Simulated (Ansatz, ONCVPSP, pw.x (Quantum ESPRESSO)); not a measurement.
## What a changed setting does to a pw.x run (bcc Re)

Potential: optimised norm-conserving Vanderbilt (ONCV), ONCVPSP 4.0.1.1 (patched build), LDA (Perdew-Wang 92); core [Kr] 4d10 4f14, reference 5s2 5p6 5d5 6s2; waves: 5s+6s: rc 1.95 bohr, ncon 4, nbas 9, qcut 7.3 1/bohr, 2 projectors; 5p: rc 1.95 bohr, ncon 3, nbas 6, qcut 8.6 1/bohr, 2 projectors, debl 1.7 Ha; 5d: rc 2.80 bohr, ncon 4, nbas 8, qcut 6.2 1/bohr, 2 projectors, debl 2.8 Ha; local part: polynomial inside 1.55 bohr (lpopt 5, dvloc0 -1 Ha); core correction: none. In the p channel the program set the typed energies aside and used -1.735, 0.250 Ha.

The reference run (k-mesh 15³, cutoffs 50/200 Ry, Fermi–Dirac 0.01 Ry, mixing_beta 0.4, conv_thr 1e-9, no spin) gives -4.59 GPa at 14.453 Å³/atom, where all-electron LAPW gives 0.92 GPa. This run, with its own iteration cap, changes nspin = 2 with starting_magnetization to 0.2.

```
&control
  calculation='scf', prefix='x', pseudo_dir='./', outdir='./tmp', tstress=.true., disk_io='none'
/
&system
  ibrav=0, nat=1, ntyp=1, ecutwfc=50, ecutrho=200, nbnd=15,
  occupations='smearing', smearing='fd', degauss=0.01, nspin=2, starting_magnetization(1)=0.2
/
&electrons
  conv_thr=1e-09, mixing_beta=0.4, electron_maxstep=60
/
ATOMIC_SPECIES
Re 1.0 Re.UPF
CELL_PARAMETERS angstrom
  -1.53449686 1.53449686 1.53449686
  1.53449686 -1.53449686 1.53449686
  1.53449686 1.53449686 -1.53449686
ATOMIC_POSITIONS crystal
Re 0.0000 0.0000 0.0000
K_POINTS automatic
15 15 15 0 0 0
```

```bash
pw.x < Re.scf.in > Re.scf.out
```

How does the run end?

It converges in 9 iterations; the free energy moves by +0.0 meV/atom and the pressure by -0.02 GPa. The result is that of the reference run.

```
Message from routine setup:
     using ibrav=0 with symmetry is DISCOURAGED, use correct ibrav instead
     lattice parameter (alat)  =       5.0226  a.u.
     unit-cell volume          =      97.5337 (a.u.)^3
     number of electrons       =        15.00
     number of Kohn-Sham states=           15
     kinetic-energy cutoff     =      50.0000  Ry
     charge density cutoff     =     200.0000  Ry
     scf convergence threshold =      1.0E-09
     Exchange-correlation= SLA  PW   NOGX NOGC
     atomic species   magnetization
     number of k points=   120  Fermi-Dirac smearing, width (Ry)=  0.0100
     iteration #  1     ecut=    50.00 Ry     beta= 0.40
     total energy              =    -159.62053947 Ry
     estimated scf accuracy    <       0.08622235 Ry
     total magnetization       =     0.73 Bohr mag/cell
     absolute magnetization    =     0.73 Bohr mag/cell
     iteration #  2     ecut=    50.00 Ry     beta= 0.40
     total energy              =    -159.65082430 Ry
     estimated scf accuracy    <       0.02841830 Ry
     total magnetization       =     0.57 Bohr mag/cell
     absolute magnetization    =     0.57 Bohr mag/cell
     iteration #  3     ecut=    50.00 Ry     beta= 0.40
     total energy              =    -159.65881303 Ry
     estimated scf accuracy    <       0.00286586 Ry
     total magnetization       =     0.29 Bohr mag/cell
     absolute magnetization    =     0.29 Bohr mag/cell
     iteration #  4     ecut=    50.00 Ry     beta= 0.40
     total energy              =    -159.66065561 Ry
     estimated scf accuracy    <       0.00014919 Ry
     total magnetization       =     0.09 Bohr mag/cell
     absolute magnetization    =     0.09 Bohr mag/cell
     iteration #  5     ecut=    50.00 Ry     beta= 0.40
     total energy              =    -159.66080691 Ry
     estimated scf accuracy    <       0.00002303 Ry
     total magnetization       =     0.03 Bohr mag/cell
     absolute magnetization    =     0.03 Bohr mag/cell
     iteration #  6     ecut=    50.00 Ry     beta= 0.40
     total energy              =    -159.66083462 Ry
     estimated scf accuracy    <       0.00000059 Ry
     total magnetization       =    -0.00 Bohr mag/cell
     absolute magnetization    =     0.00 Bohr mag/cell
     iteration #  7     ecut=    50.00 Ry     beta= 0.40
     total energy              =    -159.66083592 Ry
     estimated scf accuracy    <       0.00000032 Ry
     total magnetization       =     0.00 Bohr mag/cell
     absolute magnetization    =     0.00 Bohr mag/cell
     iteration #  8     ecut=    50.00 Ry     beta= 0.40
     total energy              =    -159.66083658 Ry
     estimated scf accuracy    <          2.3E-09 Ry
     total magnetization       =    -0.00 Bohr mag/cell
     absolute magnetization    =     0.00 Bohr mag/cell
     iteration #  9     ecut=    50.00 Ry     beta= 0.40
     the Fermi energy is    25.1963 ev
!    total energy              =    -159.66083658 Ry
     estimated scf accuracy    <          3.7E-10 Ry
     smearing contrib. (-TS)   =      -0.00498845 Ry
     The total energy is F=E-TS. E is the sum of the following terms:
     one-electron contribution =     -20.30642672 Ry
     hartree contribution      =      18.80421773 Ry
     xc contribution           =     -16.96571041 Ry
     ewald contribution        =    -141.18792873 Ry
     total magnetization       =    -0.00 Bohr mag/cell
     absolute magnetization    =     0.00 Bohr mag/cell
     convergence has been achieved in   9 iterations
          total   stress  (Ry/bohr**3)                   (kbar)     P=      -46.10
     Message from routine punch:
     Nothing written, as per user request (disk_io='none')
```

The run took about 47 s on one core of a shared host (Neoverse-N1, 64 threads, 124 GiB, load 58).
